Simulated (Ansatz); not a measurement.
Process, species as SMILES: FF (F2) → F2+ (doublet, bonded as FF) + e-
B3LYP-D3(BJ)/def2-TZVP geometries, fixed; electronic energies without zero-point terms.

Basis-set convergence of the adiabatic ionisation energy at PBE with Ansatz (a first-principles code). Cartesian d functions, on some or all atoms, in 6-31G**; all else is spherical. The program fits the integrals of some runs and decomposes those of others, by size. Open shells are unrestricted. No added dispersion term, no relativity. Functions are those of the species that has most. Reference: the value in aug-cc-pV5Z, 15.172 eV, itself unsure by roughly 0.004 eV (its mean distance from pcseg-4, aug-pcseg-3, aug-cc-pVQZ). Deviations are taken from unrounded values.

| basis | functions |
|---|---|
| STO-3G | 10 |
| 3-21G | 18 |
| 6-31G | 18 |
| cc-pVDZ | 28 |
| 6-31G** | 30 |
| 6-311G** | 36 |
| def2-SVPD | 46 |
| cc-pVTZ | 60 |
| def2-TZVPPD | 80 |
| cc-pVQZ | 110 |
| def2-QZVPPD | 132 |
| cc-pV5Z | 182 |

Problem. Which is the smallest set listed that can be trusted to 0.1 eV here, that is, within that of the reference together with its larger relatives (same family, alike in diffuse functions; a set with none to test it counts only in the reference's own line)?

Solution. The smallest set listed that lies within 0.1 eV of the reference with all its larger relatives (same family, alike in diffuse functions; a set with none counts only in the reference's own line) is cc-pVTZ (60 functions, -0.075 eV off). Inside, with no larger relative to test it: 6-311G**. Value minus reference: STO-3G -4.339, 3-21G -0.248, 6-31G 0.314, cc-pVDZ -0.177, 6-31G** -0.352, 6-311G** 0.028, def2-SVPD 0.240, cc-pVTZ -0.075, def2-TZVPPD 0.012, cc-pVQZ -0.037, def2-QZVPPD 0.002, cc-pV5Z -0.009 eV.
